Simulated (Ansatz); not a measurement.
# C3H4O2, singlet: CASSCF and its corrections

Computed with Ansatz's Gaussian-basis code (development build). Basis cc-pVTZ, nonrelativistic, no frozen core. State-specific CASSCF; RHF is the lowest restricted (open-shell) Hartree–Fock solution met. No symmetry is imposed, so a solution can break that of the shape. No proof that the lowest CASSCF solution was found.

Geometry:

```json
{"atom": "C", "x (Å)": "0.0000", "y (Å)": "-1.6485", "z (Å)": "-0.9908"}
{"atom": "C", "x (Å)": "0.0000", "y (Å)": "-0.3103", "z (Å)": "-1.0064"}
{"atom": "C", "x (Å)": "0.0000", "y (Å)": "0.5238", "z (Å)": "0.2115"}
{"atom": "O", "x (Å)": "0.0000", "y (Å)": "1.7442", "z (Å)": "0.2064"}
{"atom": "O", "x (Å)": "0.0000", "y (Å)": "-0.2044", "z (Å)": "1.3610"}
{"atom": "H", "x (Å)": "0.0000", "y (Å)": "-2.2037", "z (Å)": "-0.0599"}
{"atom": "H", "x (Å)": "0.0000", "y (Å)": "-2.2175", "z (Å)": "-1.9144"}
{"atom": "H", "x (Å)": "0.0000", "y (Å)": "0.2543", "z (Å)": "-1.9329"}
{"atom": "H", "x (Å)": "0.0000", "y (Å)": "0.4578", "z (Å)": "2.0817"}
```

**Question.** What do CASSCF and its corrections give against RHF in CAS(6,5), and what are the occupations?

**Answer.** CASSCF -1.539 eV, SC-NEVPT2 -27.495 eV; occupations 2.00, 1.95, 1.91, 0.10, 0.05.

**Question.** Roughly how much CPU time does a whole run from the default start take (median of such runs, summed over threads; nearly all runs on one pinned thread of a shared server, mostly Xeon at 2.3 to 2.6 GHz, by a development driver)?

**Answer.** CAS(6,5): about 60 s. Other jobs ran beside these, and the count of passes differs.
